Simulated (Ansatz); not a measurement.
**SiH2+ (doublet): wave-function methods side by side, def2-TZVPP**

An exercise on one series of results from a longer session: the logs are not shown, and one member is left open.

Computed with Ansatz 0.2.0, Gaussian basis. Level: def2-TZVPP, core rule «outside noble gas», up to 5 orbitals frozen.

The runs, in order: UHF; ROHF; CCSD(T) on UHF.

2 further runs of the same task are left out: 2 set aside as unsound or not needed.

### The system

The geometry is a PBE0/def2-TZVP stationary point (not a proven minimum) of the parent state, kept for this charge and spin.

3 atoms, charge 1, spin multiplicity 2.

Atoms are counted from 1 here; the program's logs count them from 0.

Bond lengths: Si1–H2 1.486 Å, Si1–H3 1.486 Å. Angles: H2–Si1–H3 118.7°.

Coordinates:

```xyz
3
charge 1, multiplicity 2
Si    0.0000   -0.0507    0.0000
H     0.0000    0.7069   -1.2784
H     0.0000    0.7069    1.2784
```

The first run:

File in.yaml:

```yaml
crystal:
  periodic: [false, false, false]
  atoms:
    - {symbol: Si, position_ang: [0.000000, -0.050740, 0.000000]}
    - {symbol: H, position_ang: [0.000000, 0.706913, -1.278374]}
    - {symbol: H, position_ang: [0.000000, 0.706912, 1.278374]}
basis:
  gaussian: {orbitals: def2-TZVPP}
total_charge: 1
magnetization: {spin_polarized: true, initial_magnetization: 1}
hamiltonian: {xc: hf}
output: {orbitals: {seedname: orbitals}}
```

The run is started by

```bash
ansatz run in.yaml --threads 1 --pin off --events-out ev --progress --plain --max-ram 2816MiB --backend cpu
```

Among the steps run: UHF; ROHF; CCSD(T) on UHF.

One table of the session follows, with a row left open; its other results are not shown here.

| method | from UCCSD(T) (kcal/mol) |
| --- | --- |
| ROHF | +62.77 |
| UHF | +61.61 |
| UMP2 | +14.15 |
| UCCSD | ? |
| UCCSD(T) | 0 |

Q: Estimate the row for UCCSD from the others.

The run gave: from UCCSD(T) (kcal/mol): +1.25. In the column «from UCCSD(T) (kcal/mol)» it lies between UCCSD(T) (0) and UMP2 (+14.15).
